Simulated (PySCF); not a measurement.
Basis-set dependence of PS at PBE0

PySCF, UKS reference; doublet, unpaired electrons π ↑; De to P + S without counterpoise correction.

```tsv
basis	relativity	functions	Re (Å)	ωe (cm⁻¹)	De (eV)	μ (D)
def2-SVP	no relativity	36	1.906	776	4.28	-0.70
cc-pV(D+d)Z	no relativity	46	1.900	775	4.37	-0.72
def2-TZVP	no relativity	74	1.892	776	4.50	-0.66
def2-TZVPP	no relativity	84	1.892	776	4.50	-0.66
```

**Question.** How does each smaller set differ from the one with most functions, def2-TZVPP?

**Answer.** def2-SVP: +1.4 pm, +0.0 % in ωe, -0.22 eV in De; cc-pV(D+d)Z: +0.8 pm, -0.1 % in ωe, -0.13 eV in De; def2-TZVP: +0.0 pm, +0.0 % in ωe, +0.00 eV in De. All at PBE0; the set with most functions is neither the basis-set limit nor always the best.

A positive dipole means P(−)S(+). The state was picked by a PBE0 search and need not be the measured ground state.
